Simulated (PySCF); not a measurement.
# Computed data sheet: `c1cc[s+]cc1`

Species: C₅H₅S (charge +1).
Structure used (GFN2-xTB), in Å, numbered top down from 1:
```xyz
11
C5H5S angstrom
C     -0.0461    1.1462   -0.1019
C     -1.2396    0.4306   -0.0469
C     -1.2839   -0.9375    0.0691
S      0.0792   -1.9344    0.1623
C      1.3568   -0.8293    0.0780
C      1.2016    0.5305   -0.0402
H     -0.0899    2.2215   -0.1954
H     -2.1754    0.9705   -0.0973
H     -2.2273   -1.4637    0.1083
H      2.3397   -1.2765    0.1246
H      2.0904    1.1449   -0.0866
```

Among its groups: aromatic ring with sulfur.

From GFN2-xTB geometry:

```
Point group of the GFN2-xTB geometry                  : C2v
Rotational constants A, B, C of the GFN2-xTB geometry : 5.187, 3.625, 2.134 GHz
```

From CAM-B3LYP/def2-SVPD ground state and vertical TDDFT (core frozen in the response) (PySCF):

```
HOMO energy                                                       : -15.04 eV
LUMO energy                                                       : -6.97 eV
HOMO–LUMO gap                                                     : 8.07 eV
Lowest singlet excitation                                         : 4.97 eV (250 nm, f = 0.059)
Strongest line among the 8 lowest singlet transitions             : S6 at 7.14 eV (174 nm, f = 0.469)
Lowest triplet excitation (Tamm–Dancoff)                          : 3.55 eV
Static isotropic polarisability                                   : 65.7 au
Electronic spatial extent ⟨r²⟩ about the centre of nuclear charge : 553 bohr²
```

PBE0/pcSseg-1 ground state and GIAO shieldings, non-relativistic (PySCF):

```
Lowest Hirshfeld atomic charge                              : +0.02 e on C2/C3/C5/C6
Highest Hirshfeld atomic charge                             : +0.35 e on S4
13C chemical shifts (computed TMS as zero) by class         : 168.6 (C3/C5), 159.3 (C1), 144.3 (C2/C6) ppm
1H chemical shifts (computed TMS as zero) by class          : 10.03 (H9/H10), 9.49 (H7), 9.39 (H8/H11) ppm
Isotropic shieldings of nuclei other than C and H, by class : 136 (S4) ppm
Mayer bond orders between heavy atoms                       : C1–C2 1.40, C2–C3 1.46, C3–S4 1.29, S4–C5 1.29, C5–C6 1.46, C6–C1 1.40
```

Monoisotopic mass of the ion (most abundant isotopes, electron mass counted): 97.0106 u.

With B = h/(8π²I), that is 505.379 GHz u Å² over I, the principal moments of inertia are 97.4, 139.4 and 236.9 u Å² (most abundant isotopes). The polarisability is 9.73 Å³ as a volume (1 au = 0.148185 Å³), or 1.31 au for each of the 50 electrons. The largest Löwdin shares of the LUMO are 0.25 on S4, 0.21 on C1, 0.17 on C3 and 0.17 on C5. The rotational constants make it an asymmetric top with κ = (2B − A − C)/(A − C) = -0.02, midway between the prolate (−1) and oblate (+1) limits. S1 lies 3.10 eV below the HOMO–LUMO gap; its leading configuration is HOMO→LUMO, weight 0.88. The principal polarisabilities are 39.6, 76.5 and 80.9 au; their mean is the isotropic value. No computed singlet falls in the visible range (750 to 380 nm, 1.65 to 3.26 eV); S1 lies 1.71 eV above its blue end. The 8 singlets span 4.97 to 7.65 eV, and their oscillator strengths add up to 0.87.

Geometry: GFN2-xTB; no solvent, vibrations or thermal averaging.
